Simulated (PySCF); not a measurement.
# Argon: a sound run and one with changed settings

Sound run: Ar [Ar], Ar⁺ [Ne] 3s2 3p5. Calculation: PySCF 2.14, in def2-SVP (4s3p1d, 18 functions); no relativity, point nucleus. The sound run starts from symmetry-adapted Hartree-Fock orbitals and uses a fine grid where one is needed.

A second run was set up differently.

```tsv
species	method	sound run (hartree)	changed run (hartree)	converged
Ar	UHF	-526.62338	-526.62337	no
Ar	M06-2X	-527.34139	-527.34134	no
Ar	TPSS	-527.36863	-527.36732	no
Ar⁺	UHF	-526.08638	-526.08634	no
Ar⁺	M06-2X	-526.76278	-526.76276	no
Ar⁺	TPSS	-526.79306	-526.79288	no
```

(1) What was changed?
A. too few SCF iterations
B. minimal basis
C. all electrons correlated in a valence basis
D. basis contracted for another Hamiltonian

Answers

(1) A. It used initial guess 1e, at most 3 SCF cycles. The SCF was stopped early; the energies are upper bounds that still move, and correlated levels were skipped or rest on poor orbitals.
